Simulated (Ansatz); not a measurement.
## bcc Tl (high-temperature phase)

Calculation: PBEsol (PAW; Ansatz, an electronic-structure program).

Settings: plane-wave cutoff 500 eV, 26×26×26 k mesh, Fermi–Dirac smearing 0.1 eV, scalar-relativistic PAW data made under PBE.

Cell: relaxed at this level.

For bcc Tl (high-temperature phase), the equilibrium volume per atom is 28.61 Å³/atom and the lattice constant a is 3.853 Å. The band gap comes out as none.

Note: symmetry holds this phase in the static calculation, where it need not be a minimum; held by symmetry at 0 K, a high-temperature phase can be a saddle point.

Spin–orbit coupling is not included; it can shift volumes and moduli of such heavy elements.

The computed numbers hold no vibrational or temperature effects.

It cost very roughly 60 core-seconds of CPU time.
